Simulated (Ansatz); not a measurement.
How far each method lies from full CI for [H···H···NH], triplet

Geometry: a point of a hydrogen-transfer path between rigid fragments, not a stationary point.

```xyz
4

H    -2.1197    0.0594    0.0000
H    -0.9987    0.0594    0.0000
N     0.1913    0.0594    0.0000
H     0.4604   -0.9448    0.0000
```

Basis 6-31G; Ansatz 0.2.0. Only valence electrons are correlated (noble-gas cores frozen), which leaves 8 electrons in 14 orbitals. Prefix R: restricted or restricted open-shell reference; prefix U: unrestricted. Active spaces: valence = (8e, 7o) chosen from the atoms' valence shells; pair = (4e, 4o) about the gap.

Full CI is exact within this basis and frozen core; it isn't the basis-set limit. The frozen core follows each run's orbitals, which can shift R against U totals by a few meV.

For open shells CISD and CISDTQ are restricted-active-space CI with the open shells as a complete middle space.

The UHF ⟨S²⟩ is 2.061. The T1 diagnostic (RCCSD) is 0.0392, the largest doubles amplitude (RCCSD) is 0.066 and the T1 diagnostic (UCCSD) is 0.0186.

```tsv
level	E − E(RHF) (eV)
UHF	-0.3957
RMP2	-2.7803
UMP2	-2.7819
RCCSD	-3.3185
UCCSD	-3.3241
RCCSD(T)	-3.3602
UCCSD(T)	-3.3616
```

(1) Estimate how far full CI in 6-31G lies from RCCSD(T). The table doesn't fix it; the size of (T) and the diagnostics are the guide.

(1) Full CI in 6-31G lies 1.5 kJ/mol below RCCSD(T), which is 38 % of the (T) step (-4.0 kJ/mol). T1 is raised, and the rest is a large part of (T).

The other levels:

```
                   level  E − E(full CI) (kJ/mol)  share of correlation (%)  wall time
                    CISD                     18.0                     94.47     0.24 s
                 BCCD(T)                      1.5                     99.54      0.3 s
                  RCCSDT                      0.7                     99.79          –
                  UCCSDT                      0.6                     99.82          –
                  CISDTQ                      0.3                     99.91     0.69 s
               RCCSDT(Q)                      0.0                     99.99      1.3 s
               UCCSDT(Q)                      0.0                    100.00      1.2 s
                 RCCSDTQ                      0.0                     99.99        9 s
                 UCCSDTQ                      0.0                    100.01        9 s
     CASSCF (pair space)                    236.8                     27.31          –
     NEVPT2 (pair space)                     38.2                     88.27     0.09 s
     MRCISD (pair space)                     11.1                     96.60          –
   MRCISD+Q (pair space)                      2.1                     99.35     0.27 s
  CASSCF (valence space)                    150.1                     53.92          –
  NEVPT2 (valence space)                     29.9                     90.81     0.51 s
  MRCISD (valence space)                      4.5                     98.61          –
MRCISD+Q (valence space)                      1.1                     99.65     0.87 s
```

The correlation energy at full CI, counted from RHF, is -3.376 eV. That run took 1.6 s on 1 thread of Arm Neoverse V2, shared host over 493,680 determinants.

Times hold each run's SCF and search for its determinant on a shared host, so for small cases they say little of a method's own cost; they ran on 1 thread of Arm Neoverse V2.

The full-CI state has the irrep A'' of Cs, in the program's axes.

Natural occupations of full CI about the gap: 1.982 1.965 1.951 1.001 0.993 0.043 0.031 0.013 0.008 0.004; effectively unpaired electrons, Σ n²(2−n)², 2.03.
